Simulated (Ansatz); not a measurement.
**AlSiH₂ (quartet): the correlation ladder at distance Si1–Al2 = 3.287 Å, cc-pVDZ**

One table from this session's results is given with a row withheld; the runs are named, their logs left out.

Computed with Ansatz 0.2.0, Gaussian basis. Level: cc-pVDZ, core rule «outside noble gas», up to 10 orbitals frozen.

To be run: UHF; CCSD(T) on ROHF; CCSD(T) on UHF; BCCD(T) on ROHF; CISD; CCSDT(Q) on ROHF; CCSDT(Q) on UHF; CASSCF and MRCISD+Q, 5 electrons in 5 orbitals; CASSCF and NEVPT2, 5 electrons in 5 orbitals.

36 further runs of the same task are left out: 14 for a known fault of the program, 14 that didn't finish, 8 set aside as unsound or not needed.

**The system**

The geometry derives from a PBE0/def2-TZVP stationary point (not a proven minimum). One bond is set to the value named and the two fragments are kept rigid.

4 atoms, charge 0, spin multiplicity 4.

Atoms are counted from 1 here; the program's logs count them from 0.

Bond lengths: Al2–H3 1.583 Å, Al2–H4 1.583 Å. Angles: H3–Al2–H4 125.2°.

The first run:

The input, in.yaml:

```yaml
crystal:
  periodic: [false, false, false]
  atoms:
    - {symbol: Si, position_ang: [0.000000, 0.000000, 1.695488]}
    - {symbol: Al, position_ang: [0.000000, 0.000000, -1.591512]}
    - {symbol: H, position_ang: [0.000000, 1.405470, -2.320162]}
    - {symbol: H, position_ang: [0.000000, -1.405470, -2.320162]}
basis:
  gaussian: {orbitals: cc-pVDZ}
magnetization: {spin_polarized: true, initial_magnetization: 3}
hamiltonian: {xc: hf}
output: {orbitals: {seedname: orbitals}}
```

Command:

```console
ansatz run in.yaml --threads 1 --pin off --events-out ev --progress --plain --max-ram 2393MiB
```

Among the steps run: UHF; CCSD(T) on ROHF; CCSD(T) on UHF; BCCD(T) on ROHF; CISD; CCSDT(Q) on ROHF; CCSDT(Q) on UHF; CASSCF and MRCISD+Q, 5 electrons in 5 orbitals; CASSCF and NEVPT2, 5 electrons in 5 orbitals.

One table of the session follows, with a row left open; its other results are not shown here.

It belongs to the step «Misses and costs». 

```
       method  from UCCSDT(Q) (meV)
         ROHF               +4226.4
          UHF               +4144.4
         RMP2                     ?
         UMP2               +1159.9
         CISD                +397.9
        RCCSD                +138.9
        UCCSD                +138.3
     RCCSD(T)                 +43.9
     UCCSD(T)                 +44.8
      BCCD(T)                 +43.9
       RCCSDT                  +6.4
       UCCSDT                  +6.4
    RCCSDT(Q)                  +0.2
    UCCSDT(Q)                     0
  CASSCF pair               +3837.6
  MRCISD pair                +358.6
MRCISD+Q pair                 -13.7
```

Estimate the missing values for RMP2.

**Answer.** from UCCSDT(Q) (meV): +1143.8. In the column «from UCCSDT(Q) (meV)» it lies between CISD (+397.9) and UMP2 (+1159.9).

Not comparable, so not listed: CASSCF and NEVPT2, 5 electrons in 5 orbitals (they don't share determinant, frozen orbitals or solution with the rows shown, or repeat one).

To keep in mind: Restricted and unrestricted rows rest on different reference determinants; where their highest levels disagree by more than a few hundredths of an eV, they describe different states and don't form one ladder. Warnings in the runs' records: passed over end.
